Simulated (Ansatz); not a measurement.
# Where CCSD(T) holds and where it slips

Each species is computed at the geometry given (Å), with frozen cores, in Ansatz 0.2.0: RHF-CCSD(T) for singlets, UHF-CCSD(T) otherwise, and full CI in the same basis. The program picks the determinant by trial CCSD, so it needn't be the lowest Hartree–Fock solution. States: HSiP Σ⁺ or Δ, HB–BH Σg⁻ or Δg, BH Σ⁻ or Δ, HAl–AlH⁺ Σg⁻ or Δg. Cases whose determinant has another symmetry than full CI's state, or whose (Q) step broke down, weren't drawn.

Problem. Judging by size, spin and bonding, rank them by the size of CCSD(T)'s error in total energy against full CI in the same basis, smallest first (an estimate).
A. BH, quintet, aug-cc-pVDZ: B 0.000 0.000 0.000; H 0.000 0.000 1.206
B. HB–BH, triplet, 6-31G: B 0.000 0.000 0.763; B 0.000 0.000 -0.763; H 0.000 0.000 1.938; H 0.000 0.000 -1.938
C. HAl–AlH⁺, quartet, 6-31G: Al 0.000 0.000 1.150; Al 0.000 0.000 -1.150; H 0.000 0.000 2.725; H 0.000 0.000 -2.725
D. HSiP, singlet, 6-31G: Si 0.000 0.000 -0.025; P 0.000 0.000 -1.970; H 0.000 0.000 1.995

Solution. A (1.4 meV), B (22.9 meV), C (45.6 meV), D (63.7 meV).

| species | basis | correlated electrons | CCSD(T) − full CI (meV) | CCSDT(Q) − full CI (meV) | unpaired electrons (full CI) | T1 | ⟨S²⟩ of the determinant |
| --- | --- | --- | --- | --- | --- | --- | --- |
| BH, quintet | aug-cc-pVDZ | 4 | 1.4 | -0.5 | 4.00 | 0.007 | 6.00 |
| HB–BH, triplet | 6-31G | 8 | 22.9 | 0.5 | 2.03 | 0.009 | 2.01 |
| HAl–AlH⁺, quartet | 6-31G | 7 | 45.6 | -0.4 | 3.08 | 0.040 | 3.76 |
| HSiP, singlet | 6-31G | 10 | 63.7 | 0.1 | 0.32 | 0.024 | 0.00 |

Unpaired electrons are Σ n²(2−n)² over natural occupations; an open shell counts its own unpaired electrons too. Frozen cores follow each run's orbitals, which moves totals by a few meV.
